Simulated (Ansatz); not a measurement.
`N[B]Cl` radical. Charge 0, multiplicity 2.

| atom | x (Å) | y (Å) | z (Å) |
| --- | --- | --- | --- |
| N1 | 0.021 | 0.515 | -0.311 |
| B2 | -0.442 | -0.768 | -0.124 |
| Cl3 | 0.017 | -1.795 | 1.211 |
| H4 | -0.265 | 1.079 | -1.093 |
| H5 | 0.669 | 0.969 | 0.316 |

**Question.** What are the harmonic wavenumbers in cm⁻¹ at PBE0-D4/def2-TZVP (Ansatz, finite differences of forces, unscaled)? (Best estimate.)

**Answer.** Computed: 335, 538, 555, 708, 1003, 1373, 1613, 3566, 3697.

**Question.** Is this a minimum?

**Answer.** Yes, all 9 modes are real.

**Question.** Give the ideal-gas thermochemistry at 298.15 K and 1 bar (rigid rotor, harmonic oscillator; point group Cs, symmetry number 1).

**Answer.** Zero-point energy 80.1 kJ/mol; H(298) − E = 92.4 kJ/mol; entropy 271.5 J/(mol·K), of which translation 160.4, rotation 93.8, vibration 11.5, electronic 5.8; G(298) − E = 11.5 kJ/mol.
